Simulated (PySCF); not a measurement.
Isomers of C5H3N.

All values: PBE0/pcSseg-1 (PySCF) at PBE0-D3(BJ)/def2-SVP geometries, gas phase, one conformer each.

(1) Rank by HOMO–LUMO gap, lowest first.
A. `C=CC#CC#N`
B. `C#C/C=C/C#N`
C. `C(=C=C)=CC#N`

(2) Rank by the highest IAO charge on any atom, lowest value first.
A. `C=C=C=CC#N`
B. `C#C/C=C/C#N`
C. `C=CC#CC#N`

Results:

(1) C (4.83 eV), B (5.32 eV), A (5.52 eV).

(2) C (+0.179 e), A (+0.197 e), B (+0.213 e).

All values together:

```json
{"SMILES": "C#C/C=C\\C#N", "μ (D)": "3.75", "HOMO (eV)": "-7.78", "LUMO (eV)": "-2.42", "lowest IAO charge (e)": "-0.221 (N)", "highest IAO charge (e)": "+0.213 (H)", "lowest Hirshfeld charge (e)": "-0.204 (N)", "highest Hirshfeld charge (e)": "+0.108 (H)"}
{"SMILES": "C#C/C=C/C#N", "μ (D)": "4.17", "HOMO (eV)": "-7.82", "LUMO (eV)": "-2.50", "lowest IAO charge (e)": "-0.225 (N)", "highest IAO charge (e)": "+0.213 (H)", "lowest Hirshfeld charge (e)": "-0.207 (N)", "highest Hirshfeld charge (e)": "+0.107 (H)"}
{"SMILES": "C=CC#CC#N", "μ (D)": "5.16", "HOMO (eV)": "-7.88", "LUMO (eV)": "-2.36", "lowest IAO charge (e)": "-0.248 (C)", "highest IAO charge (e)": "+0.179 (H)", "lowest Hirshfeld charge (e)": "-0.186 (N)", "highest Hirshfeld charge (e)": "+0.082 (C)"}
{"SMILES": "C=C=C=CC#N", "μ (D)": "4.66", "HOMO (eV)": "-7.72", "LUMO (eV)": "-2.89", "lowest IAO charge (e)": "-0.282 (C)", "highest IAO charge (e)": "+0.197 (H)", "lowest Hirshfeld charge (e)": "-0.209 (N)", "highest Hirshfeld charge (e)": "+0.079 (H)"}
```
